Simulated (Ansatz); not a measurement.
A made-up structure of Al2H3, doublet:

Al1  (0.570, -0.990, 0.176)
Al2  (-0.262, 0.560, -0.280)
H3  (0.529, -1.531, 1.318)
H4  (-1.629, 0.209, -1.019)
H5  (0.792, 1.752, -0.195)
(Å)

It is relaxed with PBE-D4/def2-SVP and then PBE0-D4/def2-TZVP (Ansatz 0.2.0). Atoms count as bonded within 1.22 times the sum of their covalent radii (H–H: 0.88 Å). The end point is not checked to be a true minimum.

(1) Does its bonding change? (Judge from chemistry; the calculation decides.)

Answers

(1) Computed: No: no bond forms or breaks.

Where it ends: The first stage lowers the energy by 5.43 eV in 9 steps. It ends as Al₂H₃ ([AlH][AlH2]):
Al1  (0.703, -1.334, 0.433)
Al2  (-0.354, 0.785, -0.431)
H3  (0.831, -2.236, 1.747)
H4  (-1.711, 0.678, -1.255)
H5  (0.531, 2.107, -0.494)
(Å)

Labels in which every atom is bracketed show which atoms are joined, not bond orders.

For scale, one of the runs: PBE0-D4/def2-TZVP relaxation, 92 basis functions, launched by `ansatz run in.yaml --threads 2 --pin off --events-out ev --progress --plain --max-ram 4352MiB`. The run took about 11 s on 2 CPU threads of an Arm Neoverse V1 (shared host).
